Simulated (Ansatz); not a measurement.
Al2N⁺, relaxed as a singlet with RKS PBE0-D4/def2-TZVP in Ansatz, starting from the GFN2-xTB geometry. Force threshold 0.02 eV/Å.

The structure comes from a short search, and lower isomers may exist.

Start:

```tsv
atom	x (Å)	y (Å)	z (Å)
Al1	-1.6646	-0.6112	-0.7774
Al2	0.7694	0.1978	-0.4536
N3	0.8953	0.4134	1.2310
```

(1) Estimate the energy that the relaxation releases and the steps that it takes.

(2) Does the start keep its bonding and symmetry?

(3) Predict the relaxed structure.

Answers

(1) 4.24 eV, in 12 steps; 19 s on 4 threads of Intel Xeon on a shared host. No frequencies were taken in this run, so the end may be a saddle point.

(2) Bonds lost: Al1–Al2 (atoms count from 1). Bonds formed: Al1–N3 (atoms count from 1). The end is the same structure that another start reached, the lowest one found. Point group Cs at the start, D∞h at the end, both within 0.05 Å.

(3) 
```xyz
3

Al   -1.615   -0.493    0.203
Al    1.615    0.493   -0.202
N     0.000    0.000   -0.001
```
Bond lengths (bridged metal pairs left out): 2 × Al–N 1.70 Å.
